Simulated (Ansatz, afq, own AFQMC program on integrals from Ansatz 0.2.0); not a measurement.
Integrals from Ansatz 0.2.0, then the random walk in our own AFQMC program (afq).

```yaml
crystal:
  periodic: [false, false, false]
  atoms:
    - {symbol: Zr, position_ang: [0.000000, 0.000000, 0.000000]}
    - {symbol: S, position_ang: [0.000000, 0.000000, 2.143378]}
basis:
  gaussian: {orbitals: def2-SVP}
magnetization: {spin_polarized: false}
correlation: {method: ccsd_t, electrons: outside_noble_gas, hamiltonian_folder: ham}
```

```sh
$ ansatz run in.yaml --threads 1 --pin off --events-out ev --progress --plain --max-ram 1382MiB
```

afq runs on the folder ham with

```
--method free --trial cisd --walkers 60 --time-step 0.03 --max-blocks 80 --target-error 0.00038 --factor-cut 1e-05 --seed 9190 --times 0,0.21,0.42,0.81,1.2,1.8,2.4,3 --taylor-order 8
```

Times are imaginary, in 1/Eh. The walk had a cap of 613 s. Core potentials past Kr, no spin–orbit coupling.

```
orbitals 40  electrons 5 5  factors 327 of 488
reference energy -443.88712154 Eh
CCSD correlation -0.23016429 Eh in 16 cycles, weight of the determinant in the CISD state 0.8096
repeat  energy at the last time / Eh  error
    10  -444.132170  0.003479
    20  -444.133373  0.002050
    30  -444.134635  0.002389
    40  -444.134199  0.001895
    50  -444.134137  0.001663
    60  -444.134209  0.001434
    70  -444.134641  0.001341
    80  -444.134684  0.001247
time / (1/Eh)  energy / Eh  error  mean overlap
  0.00  -444.117888  0.000582  1.2372
  0.21  -444.123602  0.000676  1.2399
  0.42  -444.126620  0.000668  1.2456
  0.81  -444.129519  0.000682  1.2474
  1.20  -444.131458  0.000677  1.2511
  1.80  -444.135016  0.000856  1.2222
  2.40  -444.134683  0.001028  1.2358
  3.00  -444.134684  0.001247  1.2704
energy -444.134684 +/- 0.001247 Eh
```

Estimate how long the walk took on 1 thread of AMD EPYC 9R45 96-Core Processor (Zen 5) (shared host).

77 s of wall time.

The run failed at least one of its tests; the cautions name the faults.

Against this walk (error 33.9 meV) on the same determinant: CCSD(T) 10.2 meV lower (within the noise), CCSDT(Q) 62.8 meV lower (within the noise). The error is statistical, and a free projection of finite length keeps a remainder of its start.

Cautions: remainder of the start not in the error; error above the target (33.9 against 10.3 meV); no spin-orbit coupling; outer-core shells of the metal frozen; higher spins were not checked; restricted determinant unstable towards unrestricted (UHF 435 meV lower, ⟨S²⟩ 0.89); (T) is large, 8 % of the CCSD correlation; CCSDT(Q) on the UHF determinant differs (37 meV higher), by its state or its frozen core.

CCSDT and higher add their correlation energy to the determinant of the CCSD(T) run, since their own runs factorise the integrals more tightly (a shift of under 2 meV). A walk keeps the symmetry of its determinant, which the program's search chose and which needn't be the lowest solution, so a lower state of the same spin and another symmetry isn't excluded.
